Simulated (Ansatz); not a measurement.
bcc Rb was calculated with PBE in Ansatz (PAW).

Run with plane-wave cutoff 520 eV, 18×18×18 k mesh, Fermi–Dirac smearing 0.1 eV, perturbation theory, force constants from a 6×6×6 q mesh, scalar-relativistic PAW data made under PBE.

Computed at the level's own relaxed cell. Harmonic vibrational thermodynamics at fixed volume:

```json
[
 {"T (K)": "0", "S_vib (J/K per mol of atoms)": "0.00", "C_V (J/K per mol of atoms)": "0.00", "F_vib (eV/atom)": "0.0057"},
 {"T (K)": "100", "S_vib (J/K per mol of atoms)": "47.84", "C_V (J/K per mol of atoms)": "24.49", "F_vib (eV/atom)": "-0.0233"},
 {"T (K)": "200", "S_vib (J/K per mol of atoms)": "64.96", "C_V (J/K per mol of atoms)": "24.83", "F_vib (eV/atom)": "-0.0827"},
 {"T (K)": "300", "S_vib (J/K per mol of atoms)": "75.04", "C_V (J/K per mol of atoms)": "24.89", "F_vib (eV/atom)": "-0.1556"},
 {"T (K)": "700", "S_vib (J/K per mol of atoms)": "96.15", "C_V (J/K per mol of atoms)": "24.93", "F_vib (eV/atom)": "-0.5165"},
 {"T (K)": "800", "S_vib (J/K per mol of atoms)": "99.48", "C_V (J/K per mol of atoms)": "24.93", "F_vib (eV/atom)": "-0.6180"},
 {"T (K)": "900", "S_vib (J/K per mol of atoms)": "102.41", "C_V (J/K per mol of atoms)": "24.93", "F_vib (eV/atom)": "-0.7226"}
]
```

The crystal is taken as a harmonic solid at every temperature: melting, phase changes and thermal expansion are not seen, nor the electrons' share in a metal.

Ansatz is a first-principles code.
